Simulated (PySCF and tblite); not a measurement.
The numbers below are computed, except where a source is named.
**Barrier and rate of a rotation**

System: C4H11O (charge +1), numbered as in [CH3:1][CH2:2][O+:3]([CH3:4])[CH3:5].

Motion: rotation about the C2–O3 bond (torsion C1–C2–O3–C4 from 71° to 201°, rising). The path came from a restrained scan, a climbing-image band and a saddle search at GFN2-xTB; energies are PBE0/pcSseg-1 + D3(BJ)//PBE0-D3(BJ)/def2-SVP, thermal terms GFN2-xTB. Rates follow Eyring's equation with the number of equivalent paths and no tunnelling. Programs: tblite and PySCF.

| point | symmetry | E(GFN2) kcal/mol | E(DFT) kcal/mol | ZPE change kcal/mol | lowest mode cm⁻¹ |
| --- | --- | --- | --- | --- | --- |
| start | Cs | 0.0 | 0.0 | 0.00 | 77 |
| saddle | C1 | 3.8 | 3.3 | -0.07 | 124i |
| end | C1 | 0.4 | 0.3 | -0.07 | 75 |

- Electronic barrier: 3.3 kcal/mol
- Barrier with zero-point energy: 3.3 kcal/mol
- ΔH‡ (298 K): 2.7 kcal/mol
- ΔS‡ (298 K, symmetry apart): -3.8 cal/(mol K)
- Paths: 2 equivalent paths
- End point: a different minimum
- Mean lifetime of the start against this motion at 298 K: 54 ps
- Cost: 3.2 min on 1 thread of INTEL XEON PLATINUM 8581C @ 2.30GHz (shared host) (rough), peak memory 0.71 GiB, launched as `OMP_NUM_THREADS=1 python ens_run.py task.json out`

```csv
T/K,ΔG‡ kcal/mol,k s⁻¹,ΔG kcal/mol,k back s⁻¹
150,3.5,5.8×10⁷,0.2,6.2×10⁷
200,3.6,1×10⁹,0.2,8.8×10⁸
250,3.7,5.9×10⁹,0.2,4.4×10⁹
298,3.9,1.8×10¹⁰,0.2,1.3×10¹⁰
350,4.0,4.5×10¹⁰,0.2,2.9×10¹⁰
400,4.2,8.6×10¹⁰,0.1,5.2×10¹⁰
500,4.5,2.1×10¹¹,0.1,1.2×10¹¹
```

ΔG and ΔG‡ leave out symmetry numbers and mirror images; rates count paths: 2 out, 1 back.

The ion is treated without a counter-ion.
